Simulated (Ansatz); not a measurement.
Basis-set extrapolation for C$_{2}$H$_{4}$F$_{2}$O (`OC(F)CF`) (PBE0-D4/def2-TZVP geometry, frozen core, the Gaussian-basis code of Ansatz). Multiplicity 1, RHF reference.

```csv
,def2-TZVPP,def2-QZVPP
HF,-351.953755,-351.969432
MP2 correlation,-1.072544,-1.163148
CCSD(T) correlation,-1.130045,not run
```

Energies in hartree. Use E(X) = E(∞) + A·exp(−7.88·√X) for Hartree–Fock and E(X) = E(∞) + B·X^(−2.97) for correlation, with X = 3 and 4, and add CCSD(T) minus MP2 of the smaller set to the MP2 limit.

**Question.** What is the CCSD(T) energy at the basis-set limit?

**Answer.** HF limit: -351.969432 + (-0.015677) × 0.13774 = -351.97159. MP2 limit: -1.163148 + (-0.090604) × 0.74074 = -1.23026. Higher-order term: -1.130045 − (-1.072544) = -0.05750. Total: -353.25935 hartree, 460.9 kJ/mol below CCSD(T)/def2-TZVPP.
